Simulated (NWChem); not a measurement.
Molecule: acetylene (C₂H₂); SMILES C#C

```xyz
4

C      0.0000     0.0000    -0.5985
C      0.0000     0.0000     0.5985
H      0.0000     0.0000    -1.6633
H      0.0000     0.0000     1.6633
```
Atoms are numbered in this order, from 1.

Results from NWChem. Geometry: optimised at PBE0-D3(BJ)/def2-TZVP. Solvent water, SMD (1 M gas to 1 M solution), gas-phase geometry.

```tsv
level	basis functions	solvation free energy (kcal/mol)	cavity-dispersion-structure term (kcal/mol)
PBE0/STO-3G	12	[?]	4.2
PBE0/def2-SVP	38	-0.1	4.2
PBE0/def2-SVPD	56	-0.1	4.2
PBE0/def2-TZVP	74	-0.5	4.2
PBE0/def2-TZVPP	90	-0.4	4.2
```

### Question
Fill in the missing entries.

### Answer

- PBE0/STO-3G, solvation free energy (kcal/mol): 1.8
